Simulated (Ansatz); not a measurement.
Input for Ansatz (development build ahead of 0.2.0):

```yaml
crystal:
  periodic: [false, false, false]
  atoms:
    - { symbol: C, position_ang: [0.0, 0.0, 0.19193] }
    - { symbol: C, position_ang: [0.0, 1.47819, -0.02087] }
    - { symbol: C, position_ang: [1.28015, -0.73909, -0.02087] }
    - { symbol: C, position_ang: [-1.28015, -0.73909, -0.02087] }
    - { symbol: H, position_ang: [0.0, 1.7315, -1.09379] }
    - { symbol: H, position_ang: [-0.88704, 1.94577, 0.41757] }
    - { symbol: H, position_ang: [0.88704, 1.94577, 0.41757] }
    - { symbol: H, position_ang: [1.49952, -0.86575, -1.09379] }
    - { symbol: H, position_ang: [2.12861, -0.20468, 0.41757] }
    - { symbol: H, position_ang: [1.24156, -1.74109, 0.41757] }
    - { symbol: H, position_ang: [-1.49952, -0.86575, -1.09379] }
    - { symbol: H, position_ang: [-1.24156, -1.74109, 0.41757] }
    - { symbol: H, position_ang: [-2.12861, -0.20468, 0.41757] }
basis:
  gaussian: { orbitals: cc-pVTZ }
magnetization:
  spin_polarized: true
  initial_magnetization: 1
hamiltonian:
  xc: hf
correlation:
  method: mp2
  frozen_orbitals: { C: 1, H: 0 }
scf:
  omitted_lower_state_checks: [stability, starts, atomic_configurations, cluster_reference, orbital_swaps, given_window_search, neighbouring_geometries, increment]
```

The input is written out in the form of the current development build from the run's settings.

The run gave:

- Converged: yes
- Reference energy: -156.73093 hartree
- Correlation energy: -0.68030 hartree
- Total energy: -157.41123 hartree
- Spin squared of the determinant: 0.764
- Occupied orbitals by symmetry in an Abelian subgroup (alpha; beta): 11 A' 6 A''; 10 A' 6 A''
